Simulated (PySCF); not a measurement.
Molfile (atoms numbered from 1):
```
C5H8
     RDKit          3D

 13 13  0  0  0  0  0  0  0  0999 V2000
    1.8900   -0.0451   -0.0463 C   0  0  0  0  0  0  0  0  0  0  0  0
    0.4156    0.1095   -0.0364 C   0  0  0  0  0  0  0  0  0  0  0  0
   -0.4428    1.1154   -0.1958 C   0  0  0  0  0  0  0  0  0  0  0  0
   -1.6631    0.2583    0.0016 C   0  0  0  0  0  0  0  0  0  0  0  0
   -0.6693   -0.9175    0.1828 C   0  0  0  0  0  0  0  0  0  0  0  0
    2.3721    0.9044   -0.2683 H   0  0  0  0  0  0  0  0  0  0  0  0
    2.2380   -0.4008    0.9241 H   0  0  0  0  0  0  0  0  0  0  0  0
    2.1891   -0.7804   -0.7937 H   0  0  0  0  0  0  0  0  0  0  0  0
   -0.3392    2.1668   -0.3940 H   0  0  0  0  0  0  0  0  0  0  0  0
   -2.3206    0.1731   -0.8626 H   0  0  0  0  0  0  0  0  0  0  0  0
   -2.2587    0.4923    0.8831 H   0  0  0  0  0  0  0  0  0  0  0  0
   -0.6803   -1.3828    1.1674 H   0  0  0  0  0  0  0  0  0  0  0  0
   -0.7350   -1.6925   -0.5797 H   0  0  0  0  0  0  0  0  0  0  0  0
  1  2  1  0
  2  3  2  0
  3  4  1  0
  4  5  1  0
  5  2  1  0
  1  6  1  0
  1  7  1  0
  1  8  1  0
  3  9  1  0
  4 10  1  0
  4 11  1  0
  5 12  1  0
  5 13  1  0
M  END
```

Geometry: GFN2-xTB; GIAO shifts from PySCF 2.14.0 with density-fitted response routines, gas phase, non-relativistic, averaged over equivalent atoms.

At HSE06/pcSseg-1 (125 basis functions, 19 s wall time on 1 thread of an Arm Neoverse V1, shared host):
```json
{"atoms": "C2", "δ (ppm)": "155.5"}
{"atoms": "C3", "δ (ppm)": "136.8"}
{"atoms": "C5", "δ (ppm)": "34.0"}
{"atoms": "C4", "δ (ppm)": "28.2"}
{"atoms": "C1", "δ (ppm)": "20.0"}
{"atoms": "H9", "δ (ppm)": "6.01"}
{"atoms": "H12/H13", "δ (ppm)": "2.42"}
{"atoms": "H10/H11", "δ (ppm)": "2.40"}
{"atoms": "H6/H7/H8", "δ (ppm)": "1.86"}
```

Chemical shifts δ = σref − σ; $^{13}$C (σref 186.23) and $^{1}$H (σref 31.72) vs TMS, all at this level.

Estimate the result of repeating the calculation with PW91/def2-SVPD.

Results:


| atoms | δ at PW91/def2-SVPD | change |
| --- | --- | --- |
| C2 | 144.7 | -10.8 |
| C3 | 122.2 | -14.6 |
| C5 | 30.8 | -3.2 |
| C4 | 25.4 | -2.8 |
| C1 | 15.6 | -4.4 |
| H9 | 5.94 | -0.07 |
| H12/H13 | 2.41 | -0.01 |
| H10/H11 | 2.40 | +0.00 |
| H6/H7/H8 | 1.86 | +0.00 |

Chemical shifts δ = σref − σ; TMS for $^{13}$C (189.72 ppm) and $^{1}$H (31.80 ppm), all at this level.

The largest change is at C3 (alkene CH). Cost: 164 basis functions, 20 s wall time on 1 thread of an Arm Neoverse V1, shared host. The order of the carbon signals is the same at both levels.
